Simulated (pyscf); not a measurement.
•O–Si(OH)(OH)–O–Si(OH)(OH)–OH + methane (CH₄) → HO–Si(OH)(OH)–O–Si(OH)(OH)–OH + methyl (CH₃•) (hydrogen abstraction; doublet surface; C–H broken, H–O formed). Optimised with ωB97X-D3(BJ)/def2-SVP in PySCF. Energies in kcal/mol from the separated reactants.

```
level                      barrier  reaction energy
----------------------  ----------  ---------------
PBE/def2-TZVP                  0.0            -12.2
r²SCAN/def2-TZVP        (withheld)            -15.0
B3LYP-D3(BJ)/def2-TZVP         1.1            -13.3
M06-2X/def2-TZVP               4.5            -16.4
ωB97M-D3(BJ)/def2-TZVP  (withheld)       (withheld)
HF/def2-TZVP                  24.9             -7.5
```

### Question
Complete the blanks.

### Answer

- r²SCAN/def2-TZVP, barrier: 0.9
- ωB97M-D3(BJ)/def2-TZVP, barrier: 4.0
- ωB97M-D3(BJ)/def2-TZVP, reaction energy: -14.7

One saddle was located; it need not be the lowest between these sides. The angle at the transferred H is 165°.
